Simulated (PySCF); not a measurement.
Ligands exchanged one at a time, Al F-NH2. Gas-phase values, no solvent. Strings in code marks are SMILES.

All values below come from PBE-D3(BJ)/def2-TZVP // B3LYP-D3(BJ)/def2-TZVP run with PySCF 2.14.0. All candidates: neutral, multiplicity 1. Excitations are Tamm–Dancoff values on a coarser integration grid. The basis has no diffuse functions, so Rydberg states are missing or too high.

T1 excitation (TDA): 7.08 eV
S1 excitation (TDA): 7.28 eV
LUMO: -2.42 eV

Problem. Identify which member has these values.
A) `[NH2][Al]([NH2])[NH2]`
B) `[F][Al]([F])[F]`
C) `[NH2][Al]([NH2])[F]`
D) `[NH2][Al]([F])[F]`

Solution. B, `[F][Al]([F])[F]`. The others give `[NH2][Al]([F])[F]`: 4.76 eV, 5.19 eV, -1.54 eV; `[NH2][Al]([NH2])[F]`: 4.65 eV, 4.93 eV, -0.91 eV; `[NH2][Al]([NH2])[NH2]`: 4.62 eV, 4.85 eV, -0.50 eV
